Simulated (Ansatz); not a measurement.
# FMg: the cost of one run

Method: DFT unrestricted PBE0, Gaussian basis aug-cc-pCVTZ, and further levels as typed in the inputs, in Ansatz 0.2.0.

## (1) The system as given

Bond lengths: Mg1–F2 1.750 Å.

As a file:

```xyz
2

Mg    0.0000    0.0000    0.0000
F     0.0000    0.0000    1.7500
```

## (2) Single point: FMg

Input file input.yaml:

```yaml
crystal:
  periodic: [false, false, false]
  atoms:
    - { symbol: Mg, position_ang: [0.0, 0.0, 0.0] }
    - { symbol: F, position_ang: [0.0, 0.0, 1.75] }
magnetization:
  spin_polarized: true
  initial_magnetization: 1
basis:
  gaussian: { orbitals: aug-cc-pCVTZ.json }
hamiltonian:
  xc: pbe0
output:
  orbitals: {}
```

Run with:

```sh
ansatz run input.yaml --threads 4 --pin off --max-ram 6144MiB --backend cpu --events-out ev --progress --plain --runs-dir out
```

What time and memory should one allow on 4 threads of Arm Neoverse N1, shared host?

About 1.5 s, with a peak of 0.22 GiB.
